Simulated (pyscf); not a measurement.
Elementary routes open to F–B(F)–F + H₂C=CH₂ in the gas phase (singlet surface):
A. HF + H₂C=CH–B(F)–F (B–F, C–H broken; F–H, B–C formed)
B. F–CH₂–CH₂–B(F)–F (B–F broken; C–F, B–C formed)

Optimised with ωB97X-D3(BJ)/def2-SVP in PySCF.

Question: Rank the routes by free-energy barrier at 1200 K, lowest first, for ωB97M-D3(BJ)/def2-TZVP energies (ideal gas, 1 atm, RRHO with modes under 100 cm⁻¹ raised to 100, one conformer, R ln 2 for rigid chiral ones).

Answer: B (77.1 kcal/mol), A (88.3 kcal/mol)

Route B is the fastest of these, ahead of the next by 11.3 kcal/mol. The most stable products are those of A (ΔG = +24.6 kcal/mol), whose barrier is 11.3 kcal/mol higher: the kinetic and the thermodynamic product differ. At 298 K B is still the fastest. Only these routes are compared; each barrier is that of the saddle found, and lower ones may exist.
